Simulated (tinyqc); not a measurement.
Inside a calculation. Method: UKS/PBE in the sto-3g basis, for BH2, spin multiplicity 2. One step of it, computed by the program tinyqc.

Task: Iteration 2: DIIS coefficients. Solve [B -1; -1 0][c; lambda] = [0; -1] for the coefficients, which sum to one.

B (overlaps of the stored error matrices):
```
                1               2
1   9.3274801e-01  -6.8219429e-01
2  -6.8219429e-01   6.7274709e-01
```

Give: DIIS coefficients.

Result:

DIIS coefficients: 0.4562  0.5438
